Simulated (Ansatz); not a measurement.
A Morse fit to a bond in HMgGe, quartet, and a point to predict

Starting geometry (PBE0/def2-TZVP stationary point for this spin, which needn't be the lowest; state Σ⁻ or Δ):

```yaml
atoms:
  - { symbol: Ge, position_ang: [0.0000, 0.0000, 2.2675] }
  - { symbol: Mg, position_ang: [0.0000, 0.0000, -0.2851] }
  - { symbol: H, position_ang: [0.0000, 0.0000, -1.9824] }
```

Atom H3 moves along the line of the distance Mg2-H3, all else staying in place. Energies are in eV from the starting point at each level.

Basis 6-31G (Cartesian d functions); Ansatz 0.2.0. Only valence electrons are correlated (noble-gas cores and the filled d shells of p-block atoms frozen). No spin–orbit coupling is included, and no scalar relativity. The metal's outer-core shells are frozen, which leaves out core–valence correlation.

Full CI is exact within this basis and frozen core; it isn't the basis-set limit.

```tsv
distance Mg2-H3 (Å)	full CI	B3LYP
1.352	1.028	0.916
1.531	0.231	0.182
1.697	0.000	0.000
1.900	0.072	0.123
2.054	?	?
2.314	0.676	0.804
2.684	1.232	1.374
3.095	1.587	1.742
3.786	1.710	1.955
4.533	1.720	1.997
5.904	1.725	2.014
```

A Morse curve E(r) = E0 + De (1 − exp(−a (r − re)))² is laid through the three points about the minimum (1.531, 1.697, 1.900 Å), with E0 + De set to the last point:

```
  level  re (Å)  a (1/Å)  E0 (eV)  De (eV)  k = 2 De a² (eV/Å²)
full CI   1.740    1.510   -0.008    1.733                  7.9
  B3LYP   1.708    1.484   -0.001    2.015                  8.9
```

Question: Use the full-CI fit to predict the withheld energy at 2.054 Å.

Answer: exp(−1.510 × (2.054 − 1.740)) = 0.6224; E = -0.008 + 1.733 × (1 − 0.6224)² = 0.239 eV. Full CI in 6-31G gives 0.261 eV, so the Morse form is 0.022 eV too low there (1.3 % of De). At the other points past the fit it misses by up to 0.28 eV (at 3.095 Å), so the curve isn't Morse-like throughout. B3LYP gives 0.345 eV.

Unrestricted Kohn–Sham rows aren't spin-pure: their determinants' ⟨S²⟩ exceeds S(S+1) by up to 0.12, so they mix in states of higher spin.

Kohn–Sham is unrestricted where that lies lower.

De here is the energy of pulling rigid fragments apart in this basis, without relaxation or zero-point terms. The set has no polarisation functions, so bonds come out too long and too weak, most of all with atoms from Na to Ar.

In so small a basis the reference is far from its limit while semilocal and hybrid functionals are nearer theirs, so the functionals' errors here hold much of the reference's basis and frozen-core error, which can add to them or hide them.
